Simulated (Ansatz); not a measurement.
Base system: Sn in the diamond structure (space group Fd-3m, No. 227; a = 6.569 Å).

Method: r2SCAN/PAW in Ansatz (a program for electronic structure), scalar-relativistic without spin-orbit coupling, earlier PAW set.

It is then changed as follows: every Sn is replaced by Si; the structure is relaxed again.

Measured lattice parameter a: Sn 6.477 Å (static lattice; corrected from measurement; as listed in Daniel Mejia-Rodriguez, S. B. Trickey, Phys. Rev. B (2018)); Si 5.421 Å (static lattice; corrected from measurement; as listed in Daniel Mejia-Rodriguez, S. B. Trickey, Phys. Rev. B (2018)).

### Question
How well does r2SCAN reproduce the measured shift?

### Answer
With r2SCAN the lattice parameter a moves by -1.125 Å (6.569 → 5.444) against -1.056 Å measured.

No phonon test of stability was made.
